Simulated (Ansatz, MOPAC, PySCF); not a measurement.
Barrier height from CHN (SMILES C#N) to the transition structure CHN, without zero-point energy, on the benchmark's geometries as Psi4's copy of the set gives them.
Transition structure (charge 0, multiplicity 1, Z-matrix in Å and degrees):
```
C
N 1 1.1884
H 1 1.1823 2 72.01
```
Reactant (charge 0, multiplicity 1):
```xyz
3

C      0.00000     0.00000    -0.50036
N      0.00000     0.00000     0.65264
H      0.00000     0.00000    -1.56629
```

Open shells are unrestricted; no spin–orbit coupling.

Rows in 3-21G carry no dispersion term and start afresh at each structure. The state that PM3, PM7 reach isn't checked; PM7 holds dispersion and hydrogen-bond terms.

Codes used: Ansatz (Gaussian orbitals); MOPAC for PM3, PM7 (differences of heats of formation); PySCF for 3-21G rows. Values without a source in brackets are computed.

**Question.** One of these levels gives 282.6 kJ/mol for the barrier height. Which one is it?
A. HF/aug-cc-pVQZ
B. PM3
C. PM7
D. HF/3-21G

**Answer.** D, HF/3-21G. The others give 314.4 (PM3), 380.7 (PM7), 198.2 (HF/aug-cc-pVQZ)

Ansatz is an electronic-structure program.
